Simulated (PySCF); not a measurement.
# singlet [SiHF2]+: levels of theory compared

We compute a comparison of 4 runs (B2PLYP/STO-3G, SVWN5/STO-3G, r2SCAN/STO-3G, CCSDTQ/STO-3G) of singlet [SiHF2]+. Input form: a Python script.

Program for the calculation: PySCF 2.14.0.

8 further runs of the same task are left out: 5 that didn't finish, 3 set aside as unsound or not needed.

**1. The molecule**

The species is [SiHF2]+ (4 atoms), meant as a singlet with charge +1. SMILES of the parent species: `F[SiH]F`. The coordinates come from a GFN2-xTB relaxation. That shape belongs to the parent species and isn't relaxed for this state.

Bond lengths: F1–Si2 1.606 Å, Si2–F3 1.606 Å, Si2–H4 1.439 Å. Angles: F1–Si2–F3 100.4°, F1–Si2–H4 108.7°, F3–Si2–H4 108.6°.

**2. The energy at B2PLYP/STO-3G (run 1)**

The input, input.py:

```python
from pyscf import gto, dft, mp

mol = gto.Mole()
mol.atom = [
    ('F', (1.226950, 0.652980, -0.410280)),
    ('Si', (-0.028060, -0.342890, -0.301090)),
    ('F', (-1.234200, 0.716240, -0.252780)),
    ('H', (0.035310, -1.026330, 0.964150)),
]
mol.spin = 0
mol.verbose = 4
mol.charge = 1
mol.basis = 'sto-3g'
mol.max_memory = 1860
mol.build()

myscf = dft.RKS(mol)
myscf.xc = '0.53*HF + 0.47*B88, 0.73*LYP'
myscf.grids.level = 5
myscf.conv_tol = 1e-10
myscf.kernel()
if not myscf.converged:
    myscf = myscf.newton().run(myscf.mo_coeff, myscf.mo_occ)

pt = mp.MP2(myscf, frozen=7).run()
e_tot = myscf.e_tot + 0.27 * pt.e_corr
print('PT2 part  %.8f' % (0.27 * pt.e_corr))
print(f'total energy: {e_tot:.8f} hartree')
```

On the command line:

```console
$ OMP_NUM_THREADS=1 python input.py
```

The program printed:

```text
PySCF version 2.14.0

[... 76 lines left out ...]
converged SCF energy = -482.869047012989
[... 1 line left out ...]
******** <class 'pyscf.mp.mp2.RMP2'> ********
nocc = 9, nmo = 13
frozen orbitals 7
E(RMP2) = -483.036685849248  E_corr = -0.167638836259221
E(SCS-RMP2) = -483.03948729179  E_corr = -0.170440278801547
E_corr(same-spin) = -0.0354534515879061
E_corr(oppo-spin) = -0.132185384671315
PT2 part  -0.04526249
total energy: -482.91430950 hartree
```

Wall time 3.6 s (1 thread of Arm Neoverse V1, shared host); peak memory 0.2 GiB.

**3. The energy at SVWN5/STO-3G (run 2)**

The input, start.xyz:

```xyz
4
F2HSi
F      1.226950     0.652980    -0.410280
Si    -0.028060    -0.342890    -0.301090
F     -1.234200     0.716240    -0.252780
H      0.035310    -1.026330     0.964150
```

The input, input.py:

```python
from pyscf import gto, dft

mol = gto.Mole()
mol.atom = 'start.xyz'
mol.charge = 1
mol.basis = 'sto-3g'
mol.verbose = 3
mol.max_memory = 1860
mol.spin = 0
mol.build()

myscf = dft.RKS(mol, xc='svwn')
myscf.grids.level = 5
myscf.conv_tol = 1e-10
myscf.kernel()
if not myscf.converged:
    myscf = myscf.newton().run(myscf.mo_coeff, myscf.mo_occ)

etot = myscf.e_tot
print('E(%s) = %.9f' % ('SVWN5', etot))
```

On the command line:

```console
$ OMP_NUM_THREADS=1 python input.py
```

The program printed:

```text
converged SCF energy = -480.785399772318
E(SVWN5) = -480.785399772
```

Run time: 2.1 s. Hardware: 1 thread of Arm Neoverse V1, shared host; peak memory 0.14 GiB.

Run 3 isn't shown in full; the table further down has it.

**4. The energy at CCSDTQ/STO-3G (run 4)**

The input, job.py:

```python
from pyscf import gto, cc

mol = gto.M(
    atom='''
F      2.318599     1.233953    -0.775317
Si    -0.053026    -0.647968    -0.568978
F     -2.332300     1.353497    -0.477685
H      0.066726    -1.939483     1.821979
''',
    verbose=3,
    basis='sto-3g',
    unit='bohr',
    max_memory=1860,
    spin=0,
    charge=1,
)

myscf = mol.RHF()
myscf.conv_tol = 1e-10
myscf.kernel()
if not myscf.converged:
    myscf = myscf.newton().run(myscf.mo_coeff, myscf.mo_occ)

mycc = cc.CCSDTQ(myscf, frozen=7)
mycc.kernel()
e_final = mycc.e_tot
print('E = %.10f Eh' % e_final)
```

On the command line:

```console
$ OMP_NUM_THREADS=1 python job.py
```

The program printed:

```text
converged SCF energy = -481.999368994569
_make_eris_incore_RCCSDTQ
RCCSDTQ converged
E(RCCSDTQ) = -482.1361988796081   E_corr = -0.1368298850390962
E_corr(same-spin) = -0.0249670072444401
E_corr(oppo-spin) = -0.111862877794656
E = -482.1361988796 Eh
```

It took 33 s on 1 thread of Arm Neoverse V1, shared host; peak memory 0.14 GiB.

**5. Overview of the runs**

| run | level | frozen core orbitals | integration grid | energy (Eh) | HOMO energy (eV) | LUMO energy (eV) | HOMO–LUMO gap (eV) | wall time |
| --- | --- | --- | --- | --- | --- | --- | --- | --- |
| 1 | B2PLYP/STO-3G | 7 | 5 | -482.914309 | -16.95 | -8.36 | 8.60 | 3.6 s |
| 2 | SVWN5/STO-3G | – | 5 | -480.785400 | -13.06 | -10.30 | 2.76 | 2.1 s |
| 3 | r2SCAN/STO-3G | – | 5 | -483.199818 | -13.58 | -10.41 | 3.18 | 4.2 s |
| 4 | CCSDTQ/STO-3G | 7 | – | -482.136199 | -19.79 | -6.09 | 13.70 | 33 s |

**6. What came out**

```
                                          quantity          value
                               run 4: total energy  -482.13620 Eh
        run 4: HOMO energy (Hartree–Fock orbitals)      -19.79 eV
        run 4: LUMO energy (Hartree–Fock orbitals)       -6.09 eV
      run 4: HOMO–LUMO gap (Hartree–Fock orbitals)       13.70 eV
run 4: correlation energy (7 core orbitals frozen)     -136.8 mEh
                              run 4: T1 diagnostic          0.033
```

What this shows: Over runs 1, 2, 3 the HOMO–LUMO gap runs from 2.76 eV (SVWN5/STO-3G) to 8.60 eV (B2PLYP/STO-3G). A double hybrid's value is that of its SCF part. Totals of different functionals can't be ranked against each other. In runs 1, 2, 3, 4 the basis is minimal, so the values are rough. All runs together took 43 s, the longest 33 s.
